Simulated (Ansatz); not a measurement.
Two structures of BH5O, singlet, reached by relaxing down either side of one saddle point (PBE0-D4/def2-TZVP). Energies are electronic, without zero-point energy. Ansatz 0.2.0; basis: def2-TZVPP and def2-QZVPP; cores frozen in the correlated methods. Extrapolation: Hartree–Fock as exp(−7.88 √X), correlation as X^−2.97. First:

```xyz
7
angstrom
B -0.6090 -0.2303 -0.2862
H -0.3964 -1.3170 -0.7594
H -0.9857 0.6131 -1.0589
H -1.1713 -0.2357 0.7855
H 1.3311 -0.3005 0.7316
O 0.9480 0.3023 0.0843
H 0.8832 1.1680 0.5031
```

Second:

```xyz
7
angstrom
B -0.5161 0.7174 -0.0676
H 0.2586 -2.2945 -0.2947
H -0.7948 0.7050 -1.2306
H -1.2293 0.2374 0.7723
H 0.8134 -1.9652 -0.6709
O 0.6466 1.3084 0.2735
H 0.8215 1.2914 1.2178
```

Task: Which bonds change from the first to the second?

Result: BH₃ + H₂O → BH₃O ([BH2][OH]) + H₂; bonds formed: H2–H5; dative contacts that become bonds: B1–O6; bonds broken: B1–H2, H5–O6.

Task: Give the saddle point's structure and its height above each. (An estimate is asked for; the value comes from the calculation.)

Result: The calculation gives: 24.48 kcal/mol above the first and 40.65 kcal/mol above the second (CCSD(T) at an estimated basis limit (MP2 extrapolated from triple and quadruple zeta, plus CCSD(T) − MP2 in triple zeta)).
B1  (-0.489, 0.001, -0.218)
H2  (0.023, -1.226, -0.331)
H3  (-0.868, 0.302, -1.309)
H4  (-1.250, -0.040, 0.705)
H5  (0.761, -0.564, -0.055)
O6  (0.893, 0.677, 0.132)
H7  (0.928, 0.850, 1.077)
(Å)

The T1 diagnostic stays at or below 0.013.

The step is the kind of ligand exchange by which a precursor binds to a hydroxyl group, or is hydrolysed, in atomic layer deposition of oxides.

Labels in which every atom is bracketed show which atoms are joined, not bond orders.

For scale, one of the runs: CCSD(T)/def2-TZVPP, 132 basis functions, launched by `ansatz run in.yaml --threads 2 --pin off --events-out ev --progress --plain --max-ram 4352MiB`. Hardware: 2 CPU threads of an Arm Neoverse V1, shared host. Wall time 6 s; peak host memory 0.68 GiB.
